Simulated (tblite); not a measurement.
Species: C4H9O (doublet state).
Structure used (GFN2-xTB), in Å, numbered top down from 1:
```xyz
14
C4H9O angstrom
C     -1.6218   -0.1792    0.9606
C     -0.7641    0.5536   -0.0840
C      0.6794    0.5140    0.2352
C      1.6853   -0.0416   -0.6995
O      1.1894   -1.0566   -1.5474
H     -2.6759   -0.0984    0.7063
H     -1.4677    0.2535    1.9463
H     -1.3563   -1.2332    1.0055
H     -1.1072    1.5971   -0.1132
H     -0.9323    0.1176   -1.0710
H      1.0274    0.9538    1.1533
H      2.0589    0.7315   -1.3924
H      2.5585   -0.4085   -0.1327
H      0.7258   -1.7039   -1.0041
```

Computed with GFN2-xTB (tblite): harmonic, unscaled wavenumbers at the GFN2-xTB geometry, gas phase. Against measured fundamentals such values can be off by several per cent, at times by over 20. One conformer, not necessarily the lowest. Open shells enter through the occupations alone, without spin polarisation, and single modes of such species can be off by tens of per cent.

Harmonic wavenumbers (cm⁻¹): 34.0, 76.4, 193.5, 260.6, 313.6, 329.7, 432.1, 558.5, 813.7, 881.7, 922.2, 993.8, 1040.6, 1043.8, 1117.0, 1129.8, 1182.2, 1226.1, 1277.3, 1294.5, 1327.8, 1357.6, 1403.3, 1448.1, 1464.5, 1499.3, 1504.2, 2796.5, 2838.9, 2868.9, 2983.5, 3029.4, 3033.8, 3039.0, 3115.1, 3541.5.

A = 10075, B = 2793, C = 2473 MHz; mass 73.065 u (most abundant isotopes); point group C1, symmetry number 1; spin multiplicity 2.

Task: What is the zero-point energy?

Result: ½Σν̃ = 26186 cm⁻¹ = 74.87 kcal/mol.

Task: What is S at 400 K and 1 bar for an ideal gas of classical rigid rotors and harmonic oscillators?

Result: Translation 40.27, rotation 26.81, vibration 24.69, spin (R ln 2) 1.38: S = 93.1 cal/(mol K).

Task: And Cp and H(400 K) − H(0)?

Result: Cp = 32.49 cal/(mol K), of which vibrations give 24.54 (their classical limit is 36 R = 71.5); H(400 K) − H(0) = 8.09 kcal/mol without the zero-point energy, 4.91 from vibrations.

Task: Which modes carry the vibrational entropy at 400 K?

Result: 34.0 cm⁻¹: 6.16; 76.4 cm⁻¹: 4.56; 193.5 cm⁻¹: 2.75; 260.6 cm⁻¹: 2.19; 313.6 cm⁻¹: 1.85; 329.7 cm⁻¹: 1.76 cal/(mol K); the other 30 give 5.42 together.

Task: Blend soft modes into free rotors: weight 1/[1 + (100 cm⁻¹/ν̃)⁴] for the oscillator and the rest for a rotor with moment μB/(μ + B), μ = h/(8π²ν), B = 10⁻⁴⁴ kg m². What vibrational entropy results?

Result: 21.90 cal/(mol K) in place of 24.69, which changes −T·S at 400 K by +1.11 kcal/mol.

Task: How do the functions run with temperature in this model?

Result: 
```tsv
T (K)	S (cal/(mol K))	Cp (cal/(mol K))	H − H(0) (kcal/mol)	G − H(0) (kcal/mol)	ln q(vib)
150	70.2	17.4	1.93	-8.59	2.31
250	80.3	22.9	3.94	-16.14	3.92
298.15	84.6	25.9	5.12	-20.11	4.67
600	108.5	43.6	15.75	-49.37	9.33
900	128.5	54.8	30.64	-85.01	13.84
```

q(vib) and H(0) count from the zero-point level.

Hindered rotation and anharmonicity are outside this model. Other conformers, if any are populated, would add a mixing term that is left out. The structure is chiral; the term R ln 2 for an equal mix with its mirror image is left out.
